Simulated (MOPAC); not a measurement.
MOPAC input (PM6):

```
PM6 PRECISE GNORM=0.05 LET XYZ UHF MS=0.5 GEO-OK AUX(PRECISION=9) THREADS=1
C2Cl3

C     0.00870368 1    0.24236856 1    1.01481407 1
C    -0.00086318 1    0.31258279 1   -0.29157606 1
Cl    0.01236969 1   -0.93835860 1    2.16987396 1
Cl   -0.01462855 1   -1.09299102 1   -1.31673384 1
Cl   -0.00050837 1    1.83548443 1   -1.10840059 1
```

Task: What heat of formation does the run end on?

Result: 34.86 kcal/mol.

The determinant is spin-contaminated: <S^2> is 0.87 against 0.75 for a pure state.
